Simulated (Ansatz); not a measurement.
# Basis-set limit of AlH₃, singlet

```
atom    x (Å)    y (Å)    z (Å)
  Al   0.0000   0.0000   0.0000
   H   1.5858   0.0151  -0.0001
   H  -0.8059   1.3658  -0.0028
   H  -0.7799  -1.3808   0.0029
```

Ansatz 0.2.0, RHF determinant, valence electrons correlated. Energies in eV.

| set | X | functions | Hartree–Fock | MP2 correlation | CCSD(T) correlation | time |
| --- | --- | --- | --- | --- | --- | --- |
| def2-TZVPP | 3 | 84 | -6629.8289 | -2.5539 | -3.2388 | 2 s on 1 thread of Intel(R) Xeon(R) Platinum 8259CL CPU @ 2.50GHz (Skylake/Cascade Lake) (shared host) |
| def2-QZVPP | 4 | 160 | -6630.0343 | -2.7278 | -3.3675 | 12 s on 1 thread of Intel(R) Xeon(R) Platinum 8259CL CPU @ 2.50GHz (Skylake/Cascade Lake), with other jobs on the host |

Hartree–Fock is taken to follow E(X) = E∞ + A·exp(−7.88·√X), correlation E(X) = E∞ + B·X^−2.97.

Problem. Work out the CCSD(T) energy at the limit, and how far the shortcut misses it that extrapolates MP2 and adds CCSD(T) minus MP2 from the smaller set.

Solution. Hartree–Fock: E∞ = E4 + 0.1377·(E4 − E3) = -6630.0625. Correlation: E∞ = E4 + 0.7407·(E4 − E3) = -3.4628 for CCSD(T) and -2.8566 for MP2. The limit is -6633.5253 eV, 0.124 eV below def2-QZVPP. The shortcut gives a correlation energy of -2.8566 + (-0.6850) = -3.5416, 79 meV lower than the direct value.

Past Ne part of the Hartree–Fock step between the two sets comes from the cores, which don't follow the formula, so the 28 meV that it adds to the total can overshoot; that part largely cancels in differences.
